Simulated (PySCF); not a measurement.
1-pyrroline, C4H7N.
Bonds: C1–N2 (double), N2–C3, C3–C4, C4–C5, C1–C5. Hydrogens: H6 on C1; H7, H8 on C3; H9, H10 on C4; H11, H12 on C5.

The same species was optimised twice, with GFN2-xTB and with PBE0-D3(BJ)/def2-SVP (PySCF), and the same property calculations (PySCF, gas phase) were run on both structures.

| coordinate | GFN2-xTB | PBE0-D3(BJ)/def2-SVP | change |
| --- | --- | --- | --- |
| C1–H6 (Å) | 1.079 | 1.099 | +0.020 |
| N2–C3 (Å) | 1.442 | 1.457 | +0.015 |
| C5–H12 (Å) | 1.091 | 1.105 | +0.014 |
| C1=N2 (Å) | 1.256 | 1.269 | +0.013 |
| C3–H8 (Å) | 1.093 | 1.105 | +0.012 |
| C4–H10 (Å) | 1.089 | 1.101 | +0.012 |
| C3–C4 (Å) | 1.551 | 1.541 | -0.010 |
| C4–H9 (Å) | 1.088 | 1.099 | +0.011 |
| C5–H11 (Å) | 1.091 | 1.101 | +0.010 |
| C3–H7 (Å) | 1.092 | 1.101 | +0.009 |
| C1–C5 (Å) | 1.504 | 1.507 | +0.003 |
| C4–C5 (Å) | 1.536 | 1.533 | -0.003 |
| C1–C5–H11 (°) | 110.4 | 112.9 | +2.5 |
| C3–C4–H9 (°) | 110.9 | 113.2 | +2.3 |
| C5–C4–H9 (°) | 111.7 | 113.5 | +1.8 |
| N2–C3–H7 (°) | 108.3 | 110.0 | +1.7 |
| C1–N2–C3 (°) | 110.3 | 108.6 | -1.7 |
| C5–C4–H10 (°) | 111.5 | 109.9 | -1.6 |
| H7–C3–H8 (°) | 107.5 | 106.0 | -1.5 |
| H11–C5–H12 (°) | 107.8 | 106.5 | -1.3 |

Rotational constants: A = 7847, B = 7501, C = 4130 MHz (GFN2-xTB) against A = 7812, B = 7451, C = 4150 MHz (PBE0-D3(BJ)/def2-SVP). Atoms that the bonding makes alike are paired by their places after alignment.

On the GFN2-xTB structure: HOMO (eV) -7.31 [PBE0/pcSseg-1]; LUMO (eV) 0.30 [PBE0/pcSseg-1]; dipole (D) 2.14 [PBE0/pcSseg-1]; GIAO shielding of C1 (ppm) 18.2 [PBE0/pcSseg-1]; GIAO shielding of N2 (ppm) -119.2 [PBE0/pcSseg-1]; GIAO shielding of C3 (ppm) 120.6 [PBE0/pcSseg-1]; GIAO shielding of C4 (ppm) 165.7 [PBE0/pcSseg-1]; GIAO shielding of C5 (ppm) 146.8 [PBE0/pcSseg-1].

Task: What do these properties become on the PBE0-D3(BJ)/def2-SVP structure?

Result: 
```tsv
property	level	on GFN2-xTB	on PBE0-D3(BJ)/def2-SVP	change
HOMO (eV)	PBE0/pcSseg-1	-7.31	-7.40	-0.09
LUMO (eV)	PBE0/pcSseg-1	0.30	0.14	-0.16
dipole (D)	PBE0/pcSseg-1	2.14	2.22	+0.08
energy, GFN2-xTB geometry as zero (kcal/mol)	PBE0/pcSseg-1	0.0	-0.6	-0.6
GIAO shielding of C1 (ppm)	PBE0/pcSseg-1	18.2	13.1	-5.1
GIAO shielding of N2 (ppm)	PBE0/pcSseg-1	-119.2	-125.6	-6.4
GIAO shielding of C3 (ppm)	PBE0/pcSseg-1	120.6	120.5	-0.1
GIAO shielding of C4 (ppm)	PBE0/pcSseg-1	165.7	161.2	-4.5
GIAO shielding of C5 (ppm)	PBE0/pcSseg-1	146.8	145.6	-1.2
```

The heavy atoms differ by 0.086 Å rms after alignment. Among all bonds C1–H6 changes most (+0.020 Å). Changes are differences of the printed values. Neither structure is proved a minimum here.
